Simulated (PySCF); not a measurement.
# AlC: a composite coupled-cluster curve

Aim: bond length, wavenumber and bond energy of AlC near the limit of CCSD(T), built from two basis sets and any small corrections listed.

Program: PySCF 2.14.0. Level of theory: CCSD(T) on ROHF, no relativity in the base curves; scalar relativity is added as a correction. These are calculated values, not measurements.

## Step 1: The job

```yaml
molecule: AlC
state: quartet, unpaired electrons σ ↑, π ↑↑
smaller_basis: Al cc-pV(T+d)Z, C cc-pVTZ
larger_basis: Al cc-pV(Q+d)Z, C cc-pVQZ
frozen_core_orbitals: 6
extrapolation: correlation as n⁻³ (n = 3, 4), Hartree–Fock as (n+1)·exp(−9√n)
corrections: core–valence correlation, scalar relativity
distances_Å: 1.7395, 1.8185, 1.8976, 1.9767, 2.0557, 2.1546, 2.2534
masses_u: 26.9815, 12.0000
dissociation_limit: Al + C
```

Started as:

```bash
$ OMP_NUM_THREADS=4 python comp.py task.json out
```

## Step 2: The runs

Before running it: what results should come out? Wanted: for each run, Re; ωe; ωexe; αe; De.

As calculated:

| level | Re (Å) | ωe (cm⁻¹) | ωexe (cm⁻¹) | αe (cm⁻¹) | De (eV) |
| --- | --- | --- | --- | --- | --- |
| CCSD(T)/cc-pVTZ(-PP) | 1.9724 | 647.2 | 3.98 | 0.00486 | 3.298 |
| CCSD(T)/cc-pVQZ(-PP) | 1.9664 | 651.7 | 4.19 | 0.00501 | 3.369 |
| HF/CBS | 1.9664 | 655.5 | 4.25 | 0.00500 | 2.816 |
| MP2/CBS | 1.9724 | 644.4 | 4.00 | 0.00492 | 3.403 |
| CCSD/CBS | 1.9628 | 656.3 | 4.21 | 0.00500 | 3.297 |
| CCSD(T)/CBS | 1.9640 | 654.1 | 4.25 | 0.00504 | 3.413 |
| CCSD(T)/CBS+CV | 1.9579 | 655.4 | 4.26 | 0.00509 | 3.431 |
| CCSD(T)/CBS+CV+SR | 1.9578 | 654.4 | 4.26 | 0.00510 | 3.426 |

What this shows: The last step gives Re = 1.9578 Å, ωe = 654.4 cm⁻¹ and De = 3.426 eV; the smaller basis alone is off from it by +14.6 mÅ and -0.13 eV. Near the minimum the mean field binds by 2.82 eV and correlation adds 0.60 eV of binding. T1 is 0.049, large enough to doubt a single reference. Spin–orbit coupling and excitations beyond (T) are left out.
